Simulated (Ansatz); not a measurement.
C3H6O3 (`COCC(=O)O`), relaxed with RKS PBE-D4/def2-SVP in the Gaussian-basis code of Ansatz from a rough embedded geometry. The force threshold is 0.03 eV/Å; the program also tests the step.

Charge 0, multiplicity 1.

Start:

```xyz
12

C    -1.428   -0.058    0.893
O    -0.633    0.993    0.459
C     0.067    0.707   -0.716
C     1.216   -0.332   -0.640
O     1.614   -1.042   -1.531
O     1.813   -0.354    0.594
H    -0.902   -0.938    1.130
H    -1.984    0.239    1.788
H    -2.191   -0.290    0.118
H     0.503    1.668   -1.069
H    -0.598    0.403   -1.533
H     2.523   -0.997    0.508
```

```json
{"step": "1", "energy (eV)": "-9332.3023", "largest force (eV/Å)": "1.959", "largest move (Å)": "0.000"}
{"step": "2", "energy (eV)": "-9332.4491", "largest force (eV/Å)": "0.542", "largest move (Å)": "0.076"}
{"step": "3", "energy (eV)": "-9332.4674", "largest force (eV/Å)": "0.155", "largest move (Å)": "0.044"}
{"step": "4", "energy (eV)": "-9332.4712", "largest force (eV/Å)": "0.075", "largest move (Å)": "0.050"}
{"step": "5", "energy (eV)": "-9332.4743", "largest force (eV/Å)": "0.086", "largest move (Å)": "0.069"}
{"step": "6", "energy (eV)": "-9332.4762", "largest force (eV/Å)": "0.353", "largest move (Å)": "0.119"}
{"step": "7", "energy (eV)": "-9332.4778", "largest force (eV/Å)": "0.088", "largest move (Å)": "0.011"}
{"step": "8", "energy (eV)": "-9332.4786", "largest force (eV/Å)": "0.059", "largest move (Å)": "0.030"}
{"step": "9", "energy (eV)": "-9332.4788", "largest force (eV/Å)": "0.081", "largest move (Å)": "0.053"}
{"step": "10", "energy (eV)": "-9332.4788", "largest force (eV/Å)": "0.102", "largest move (Å)": "0.026"}
{"step": "11", "energy (eV)": "-9332.4791", "largest force (eV/Å)": "0.019", "largest move (Å)": "0.005"}
```

End:

```xyz
12

C    -1.425   -0.037    0.920
O    -0.600    1.004    0.437
C     0.063    0.693   -0.753
C     1.253   -0.266   -0.654
O     1.820   -0.730   -1.623
O     1.621   -0.517    0.624
H    -0.840   -0.943    1.204
H    -1.940    0.344    1.823
H    -2.196   -0.336    0.170
H     0.470    1.641   -1.167
H    -0.615    0.271   -1.536
H     2.390   -1.125    0.554
```

Hardware: 4 threads of a server CPU on a shared host. Wall time 12 s, peak host memory 0.17 GiB.
